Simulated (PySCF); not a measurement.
## Li₂⁺: energy against distance

Set-up: PySCF, no relativity, basis sets Li STO-3G. Energies in eV from Li⁺ + Li in their ground configurations at the same level. State: ²Σg⁺ (doublet), unpaired electrons σ ↑.

All columns are BLYP.

```
R (Å)  E (eV)  HOMO (eV)  LUMO (eV)  Mayer bond order  ⟨S²⟩
2.616  -1.384      -8.70      -7.07              0.49  0.75
2.738  -1.448      -8.58      -6.97              0.49  0.75
2.860  -1.486      -8.45      -6.88              0.49  0.75
2.951  -1.501      -8.36      -6.81              0.49  0.75
3.042  -1.506      -8.26      -6.74              0.49  0.75
3.133  -1.504      -8.17      -6.68              0.49  0.75
3.255  -1.492      -8.05      -6.60              0.50  0.75
3.407  -1.464      -7.90      -6.50              0.50  0.75
3.590  -1.418      -7.74      -6.40              0.50  0.75
3.833  -1.348      -7.53      -6.28              0.50  0.75
```

STO-3G is very small, so such numbers show the basis as much as the molecule. The state was picked by a PBE0 search and need not be the measured ground state.
